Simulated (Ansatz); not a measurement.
## H2Si–CH, doublet: the ladder up to RCCSDT(Q)

Geometry: displaced at random from a stationary point.

```xyz
5

Si    0.0506    0.0024    0.4897
C    -0.1142    0.0108   -1.1669
H    -0.0376    1.2254    1.2878
H     0.0455   -1.3240    1.3060
H    -0.0576   -0.0961   -2.3326
```

Basis cc-pVDZ; Ansatz 0.2.0. Only valence electrons are correlated (noble-gas cores frozen), which leaves 11 electrons in 41 orbitals. R marks a restricted (for open shells ROHF) determinant, U an unrestricted one.

Full CI isn't at hand for all of this; RCCSDT(Q) serves as the reference, and is uncertain by about the last step of the cluster series. The frozen core follows each run's orbitals, which can shift R against U totals by a few meV.

Unrestricted rows (U) aren't spin-pure: their determinants' ⟨S²⟩ exceeds S(S+1) by up to 0.44, so they mix in states of higher spin. For open shells CISD is restricted-active-space CI with the open shells as a complete middle space.

The UHF ⟨S²⟩ is 1.186. The T1 diagnostic (RCCSD) is 0.0276 and the largest doubles amplitude (RCCSD) is 0.144. The T1 diagnostic (UCCSD) is 0.0612.

```tsv
level	E − E(RCCSDT(Q)) (mEh)	share of correlation (%)	wall time
RHF	263.20	0.00	–
UHF	249.13	5.35	–
RMP2	48.50	81.57	–
UMP2	59.25	77.49	–
CISD	33.54	87.26	1.3 s
RCCSD	11.29	95.71	–
UCCSD	11.52	95.62	–
RCCSD(T)	2.10	99.20	1 s
UCCSD(T)	3.04	98.84	1.3 s
BCCD(T)	2.18	99.17	1.2 s
RCCSDT	0.67	99.75	–
UCCSDT	0.67	99.74	–
UCCSDT(Q)	-0.06	100.02	21 s
```

The correlation energy at RCCSDT(Q), counted from RHF, is -7.162 eV. That run took 23 s on 1 thread of AMD EPYC 9R45, shared host.

Times hold each run's SCF and search for its determinant on a shared host, so for small cases they say little of a method's own cost; they ran on 1 thread of AMD EPYC 9R45.
